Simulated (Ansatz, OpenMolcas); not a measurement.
**How basis sets differ on PN (phosphorus nitride)**

PN: 2 atoms, total charge 0, spin state singlet. As SMILES, `N#P`. The bond length is the measured one.

```xyz
2

N     0.0000    0.0000    0.0000
P     0.0000    0.0000    1.4909
```

Each level gives the vertical energy of the triplet above the singlet (eV). The values are calculated.

```
          level  kind     program  value (eV)  CPU time (all runs)
     PBE/STO-3G   GGA  OpenMolcas        4.76                7.4 s
    PBE/pcseg-0   GGA      Ansatz        4.15                1.6 s
    PBE/pcseg-1   GGA      Ansatz        4.07                3.1 s
    PBE/pcseg-2   GGA      Ansatz        3.93                5.5 s
PBE/aug-cc-pVTZ   GGA      Ansatz        3.93                 46 s
    PBE/pcseg-3   GGA      Ansatz        3.89                 13 s
    PBE/pcseg-4   GGA      Ansatz        3.89                 25 s
```

The values span 3.89 to 4.76 eV. Without the sets that lack polarisation functions the rows with a basis span only 3.89 to 4.07 eV. CPU times are rough (shared hosts, several kinds of processor): they show what a rung costs within a factor of a few.
